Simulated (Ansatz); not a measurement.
Energy needed to pull apart SiHCl (SMILES [SiH]Cl), singlet, into free ground-state atoms, from the structure below (displaced at random from a GFN2-xTB minimum); no zero-point or spin–orbit terms; open-shell atoms are treated unrestricted, in their ground-state multiplicity.

Si1  (-0.566, 0.522, -0.272)
Cl2  (1.241, 0.360, 0.761)
H3  (-0.727, -0.893, -0.465)
(Å)

Computed with Ansatz 0.2.0 (basis: def2-TZVPP); correlated methods freeze the cores.

| method | atomization energy (kJ/mol) |
| --- | --- |
| PBE-D4 | 743 |
| r2SCAN-D4 | 734 |
| B97M-V | ? |
| PBE0-D4 | 730 |
| HSE06-D4 | 731 |
| wB97M-V | 757 |
| HF | ? |
| MP2 | 722 |
| CCSD | 702 |
| CCSD(T) | 716 |

**Question.** What does HF give? (An estimate is asked for; the value comes from the calculation.)

**Answer.** The calculation gives: 525 kJ/mol, which is about 190 kJ/mol less than CCSD(T)/def2-TZVPP.

**Question.** What does B97M-V give? (An estimate is asked for; the value comes from the calculation.)

**Answer.** The calculation gives: 760 kJ/mol, which is about 45 kJ/mol more than CCSD(T)/def2-TZVPP.

In triple zeta the MP2 and coupled-cluster atomization energies are still short of their basis limit by a few kcal/mol a bond, whereas those of the functionals are nearly converged, so these differences are not deviations from converged CCSD(T).

No T1 diagnostic of these runs exceeds 0.014. The restricted Hartree–Fock reference is unstable towards an unrestricted one here.

For scale, one of the runs: CCSD(T)/def2-TZVPP forces, 98 basis functions (an equivalent command: `ansatz run in.yaml --threads 4`). Hardware: 4 CPU threads, shared host. Wall time about 4.1 s.
